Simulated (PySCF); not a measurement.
One molecule, one basis, several functionals.

2-methyl-2-butene, C₅H₁₀.
InChI=1S/C5H10/c1-4-5(2)3/h4H,1-3H3

PySCF, def2-SVPD basis, density fitting, gas phase, PBE0-D3(BJ)/def2-SVP geometry; singlet excitations by full TDDFT with frozen cores, triplets by Tamm–Dancoff TDDFT and ionisation energies by ΔSCF, from the lowest of the holes tried. One functional is left out:

| functional | exact exchange (%) | HOMO energy (eV) | LUMO energy (eV) | lowest singlet excitation (eV) | lowest triplet excitation (eV) | mean polarisability (au) | vertical ionisation energy (eV) |
| --- | --- | --- | --- | --- | --- | --- | --- |
| LDA | 0 | -5.63 | -0.45 | 5.65 | 4.52 | 68.4 | 8.75 |
| PBE | 0 | -5.52 | -0.28 | 5.61 | 4.29 | 67.4 | 8.57 |
| PBE0 | 25 | -6.61 | 0.74 | 6.21 | 4.20 | 65.1 | 8.62 |
| BHandHLYP | 50 | -7.57 | 1.21 | 6.47 | 4.16 | 63.8 | 8.52 |

Problem. Predict the row of B3LYP (20 % exact exchange) by straight lines through the other rows, and check it.

Solution. 
| property | line | computed | computed − line | PBE0 (25 %), for comparison |
| --- | --- | --- | --- | --- |
| HOMO energy (eV) | -6.38 | -6.41 | -0.03 | -6.61 |
| LUMO energy (eV) | 0.35 | 0.45 | +0.10 | 0.74 |
| lowest singlet excitation (eV) | 6.01 | 5.96 | -0.05 | 6.21 |
| lowest triplet excitation (eV) | 4.29 | 4.28 | -0.01 | 4.20 |
| mean polarisability (au) | 66.1 | 65.8 | -0.3 | 65.1 |
| vertical ionisation energy (eV) | 8.61 | 8.67 | +0.06 | 8.62 |

Problem. Which of these properties follows the share of exact exchange most closely, and which least?

Solution. Most closely the HOMO energy, least the vertical ionisation energy; the correlations over the tabulated rows are HOMO energy -0.999, lowest singlet excitation 0.982, LUMO energy 0.977, mean polarisability -0.965, lowest triplet excitation -0.773, vertical ionisation energy -0.652. The HOMO energy moves by -0.400 eV for every 10 %. Functionals with the same share still differ in their other parts: at 0 % LDA and PBE differ by 0.11 eV in it.
